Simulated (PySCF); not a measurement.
What does the GFN2-xTB structure of `C([C@H]1CCS1)#N` look like in three dimensions?

```xyz
11
C4H5NS angstrom
N      3.0327    0.2745    0.4330
C      1.9794    0.3441   -0.0072
C      0.6452    0.4182   -0.5202
C     -0.2772   -0.7425   -0.1042
C     -1.3601    0.1097    0.5588
S     -0.4073    1.6656    0.3617
H      0.6626    0.6295   -1.5917
H     -0.6330   -1.3286   -0.9510
H      0.2147   -1.4129    0.6011
H     -1.5545   -0.1143    1.6047
H     -2.2971    0.1593    0.0082
```

Any rigid rotation of these coordinates is as good. Atoms count from 1 in this order. The C–S distances run from 1.835 Å (C5–S6, drawn single) to 1.855 Å (C3–S6, drawn single), a spread of 0.020 Å. The C–C distances run from 1.431 Å (C2–C3, drawn single) to 1.540 Å (C3–C4, drawn single), a spread of 0.109 Å. The 4-membered ring C3–C4–C5–S6 has internal angles of 77.0° to 97.0°; it is slightly puckered (a soft mode that the optimisation may not have finished), 0.04 Å rms from its mean plane, widest ring torsion 6°.

Bonds between heavy atoms (Å): N1≡C2 1.144, C2–C3 1.431, C3–C4 1.540, C4–C5 1.529, C5–S6 1.835, C3–S6 1.855.

The geometry is computed with GFN2-xTB (gas phase).

Point group: C1 (no symmetry element, even within 0.4 Å). GFN2-xTB frequencies: not computed here.
